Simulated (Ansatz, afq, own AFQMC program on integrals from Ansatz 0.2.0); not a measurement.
# SiH$_{2}$, singlet: AFQMC among the cluster methods

```xyz
3

Si   -0.1536    1.0028    0.0795
H     0.4396    1.9715   -0.9514
H     0.4662    1.8007    1.2339
```

Basis def2-TZVP. Noble-gas cores (and the filled d shells of Ga–Kr and In–Xe) are frozen. Integrals, coupled cluster, full CI and functionals: Ansatz 0.2.0; the random walks run on the same integrals in our own AFQMC program. ph-AFQMC/CISD is guided by a CISD state made of CCSD amplitudes; releasing the constraint for a short imaginary time cuts its bias at the price of noise, slowly where states lie close. ± is one standard error of the sampling.

Determinant: RHF, the one that the program's search chose, which needn't be the lowest solution. The geometry is a PBE0/def2-SVP stationary point of this or a neighbouring charge and spin state.

No full CI on the walks' own integrals is used here; CCSDTQ serves as the reference and is uncertain by about the last step of the cluster series.

Cautions: higher spins were not checked; restricted determinant unstable towards unrestricted (UHF 109 meV lower, ⟨S²⟩ 0.41).

```
T1 diagnostic                               : 0.0145
weight of the determinant in the CISD state : 0.904
size of the correlated space                : 6 electrons in 44 orbitals
```

| level | correlation energy (eV) |
| --- | --- |
| MP2 | -2.7842 |
| CCSD | -3.5604 |
| CCSD(T) | -3.6555 |

(1) Estimate where AFQMC with the constraint released lies against CCSD(T) on the same integrals.

(1) 2.4 ± 0.2 kJ/mol below CCSD(T).

Reference: CCSDTQ, correlation energy -3.681 eV. The released energy is read at 2.40 1/Eh (meV from the phaseless value at times in 1/Eh: -3.4 ± 1.9 at 0.24, -5.4 ± 1.5 at 0.51, -6.8 ± 1.3 at 0.99, -10.1 ± 1.4 at 1.62, -9.4 ± 1.7 at 2.40).

| level | E − E(reference) (kJ/mol) | share of correlation (%) |
| --- | --- | --- |
| CCSD(T) | 2.5 | 99.30 |
| CCSDT | 0.4 | 99.88 |
| CCSDT(Q) | 0.1 | 99.98 |
| ph-AFQMC/CISD | 1.0 ± 0.2 | 99.73 |
| released AFQMC | 0.1 ± 0.2 | 99.98 |

CCSDT and higher add their correlation energy to the determinant of the CCSD(T) run, since their own runs factorise the integrals more tightly (a shift of under 2 meV). A walk keeps the symmetry of its determinant, which the program's search chose and which needn't be the lowest solution, so a lower state of the same spin and another symmetry isn't excluded. Released energies are given only where the last usable release times agree within the noise; a slower fall can still hide under it.
